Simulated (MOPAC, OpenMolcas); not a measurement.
## BSiH5 (boranylsilane): the HOMO–LUMO gap, rung by rung

The species is BSiH5 (7 atoms), meant as a singlet with charge 0. SMILES: `B[SiH3]`. The coordinates come from a PBE0-D4/def2-TZVP relaxation.

Quantity: the HOMO–LUMO gap, in eV. The values are calculated.

```csv
level,kind,program,value (eV),CPU time
PM7,semi-empirical,MOPAC,9.76,under 2 s
HF/def2-TZVP,Hartree–Fock,OpenMolcas,12.47,7.4 s
SVWN5/def2-TZVP,LDA,OpenMolcas,3.54,18 s
BLYP/def2-TZVP,GGA,OpenMolcas,3.80,29 s
M06-L/def2-TZVP,meta-GGA,OpenMolcas,4.66,30 s
TPSS/def2-TZVP,meta-GGA,OpenMolcas,4.16,30 s
M06-2X/def2-TZVP,hybrid meta-GGA,OpenMolcas,8.06,27 s
B2PLYP/def2-TZVP,double hybrid,OpenMolcas,8.47,16 s
```

The values span 3.54 to 12.47 eV. Orbital gaps aren't excitation energies, and those of double hybrids come from the SCF part alone; they tend to grow with the share of exact exchange. CPU times are rough (shared hosts, several kinds of processor): they show what a rung costs within a factor of a few.
